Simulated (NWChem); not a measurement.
Species: methanol (CH$_{4}$O); SMILES OC

Program: NWChem. Coordinates come from a PBE0-D3(BJ)/def2-TZVP optimisation. Level M06-2X/def2-SVP: energy and gradient on several grids; changes count from the extra-fine grid, which is no exact limit either.

**Question.** Which is the coarsest grid (xfine; medium; xcoarse; fine; coarse) from which on the energy stays within 500 μHa and each gradient component within 500 μHa/bohr of xfine?

**Answer.** medium.
```json
[
 {"grid": "xcoarse", "size of the energy change (μHa)": "2000", "largest change of a gradient component (μHa/bohr)": "2000"},
 {"grid": "coarse", "size of the energy change (μHa)": "400", "largest change of a gradient component (μHa/bohr)": "800"},
 {"grid": "medium", "size of the energy change (μHa)": "20", "largest change of a gradient component (μHa/bohr)": "90"},
 {"grid": "fine", "size of the energy change (μHa)": "< 10", "largest change of a gradient component (μHa/bohr)": "< 30"},
 {"grid": "xfine", "size of the energy change (μHa)": "< 10", "largest change of a gradient component (μHa/bohr)": "< 30"}
]
```
